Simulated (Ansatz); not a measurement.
# PH3 (singlet): wave-function methods side by side, 6-31G*

Aim: climb from Hartree-Fock through coupled cluster and multireference methods for PH3 (singlet) at one geometry and basis, and see what each rung misses.

Method: 6-31G*, core rule «outside noble gas», up to 5 orbitals frozen; program: Ansatz 0.2.0, Gaussian basis.

The runs, in order: UHF; CCSD(T) on RHF; BCCD(T) on RHF; CISD; CCSDT(Q) on RHF; CISDTQ; CCSDTQ on RHF; CASSCF and MRCISD+Q, 8 electrons in 7 orbitals; CASSCF and NEVPT2, 8 electrons in 7 orbitals; Full CI.

10 further runs of the same task are left out: 1 that didn't finish, 9 set aside as unsound or not needed.

### 1 The system

The geometry is an MP2(full)/6-31G* stationary point (not a proven minimum).

4 atoms, charge 0, spin multiplicity 1.

Atoms are counted from 1 here; the program's logs count them from 0.

Bond lengths: P1–H2 1.414 Å, P1–H3 1.414 Å, P1–H4 1.414 Å. Angles: H2–P1–H3 94.6°, H2–P1–H4 94.6°, H3–P1–H4 94.6°.

### 2 UHF

in.yaml reads:

```yaml
crystal:
  periodic: [false, false, false]
  atoms:
    - {symbol: P, position_ang: [0.000000, 0.000000, 0.066503]}
    - {symbol: H, position_ang: [-0.000001, 1.200646, -0.681212]}
    - {symbol: H, position_ang: [1.039791, -0.600324, -0.681211]}
    - {symbol: H, position_ang: [-1.039791, -0.600324, -0.681210]}
basis:
  gaussian: {orbitals: "6-31G*"}
magnetization: {spin_polarized: true, initial_magnetization: 0}
hamiltonian: {xc: hf}
output: {orbitals: {seedname: orbitals}}
```

Launch:

```
$ ansatz run in.yaml --threads 1 --pin off --events-out ev --progress --plain --max-ram 2764MiB --backend cpu
```

The runs that follow: CCSD(T) on RHF; BCCD(T) on RHF; CISD; CCSDT(Q) on RHF; CISDTQ; CCSDTQ on RHF; CASSCF and MRCISD+Q, 8 electrons in 7 orbitals; CASSCF and NEVPT2, 8 electrons in 7 orbitals; Full CI.

**Question.** What will the summary of the whole plan be? Wanted: FCI below the RHF energy; RMP2 from FCI; RCCSD from FCI; RCCSD(T) from FCI; RCCSDT(Q) from FCI; NEVPT2 valence from FCI; MRCISD+Q valence from FCI; T1 diagnostic; effectively unpaired electrons.

As calculated:

| quantity | value |
| --- | --- |
| FCI below the RHF energy | -3.6317 eV |
| RMP2 from FCI | +18.52 kcal/mol |
| RCCSD from FCI | +2.13 kcal/mol |
| RCCSD(T) from FCI | +0.40 kcal/mol |
| RCCSDT(Q) from FCI | +0.01 kcal/mol |
| NEVPT2 valence from FCI | +13.27 kcal/mol |
| MRCISD+Q valence from FCI | +0.54 kcal/mol |
| levels within 1 kcal/mol (43 meV) | RCCSD(T), BCCD(T), RCCSDT, CISDTQ, RCCSDT(Q), RCCSDTQ, MRCISD+Q valence |
| T1 diagnostic | 0.011 |
| effectively unpaired electrons | 0.04 |

What this shows: RCCSD(T) misses by +0.40 kcal/mol, 0.5 % of the correlation energy. One determinant dominates. Of the multireference levels listed MRCISD+Q valence comes nearest in total energy (+0.54 kcal/mol), which doesn't show that its space is the better one. These misses are within one basis, not against nature.
